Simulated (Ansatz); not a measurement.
A made-up structure of C2H2B, doublet:

```
atom    x (Å)    y (Å)    z (Å)
  B1  -1.6143  -0.9177   1.4614
  C2  -0.5737  -0.3249   0.5194
  C3   0.4335   0.2464  -0.3924
  H4   1.1325  -0.4537  -1.1085
  H5   0.6221   1.4498  -0.4799
```

It is relaxed with PBE-D4/def2-SVP and then PBE0-D4/def2-TZVP (Ansatz 0.2.0). Atoms count as bonded within 1.22 times the sum of their covalent radii (H–H: 0.88 Å). The end point is not checked to be a true minimum.

Does its bonding change? (Judge from chemistry; the calculation decides.)

Computed: No: no bond forms or breaks.

Where it ends: The first stage lowers the energy by 1.24 eV in 5 steps. It ends as C₂H₂B ([B][C][CH2]):
```
5
angstrom
B -1.4418 -0.8183 1.3053
C -0.5120 -0.2913 0.4634
C 0.3871 0.2197 -0.3504
H 1.0117 -0.4043 -0.9902
H 0.5550 1.2943 -0.4281
```

Labels in which every atom is bracketed show which atoms are joined, not bond orders.

For scale, one of the runs: PBE0-D4/def2-TZVP relaxation, 105 basis functions, launched by `ansatz run in.yaml --threads 2 --pin off --events-out ev --progress --plain --max-ram 4352MiB`. Hardware: 2 CPU threads of an Arm Neoverse V1, shared host. Wall time about 12 s.
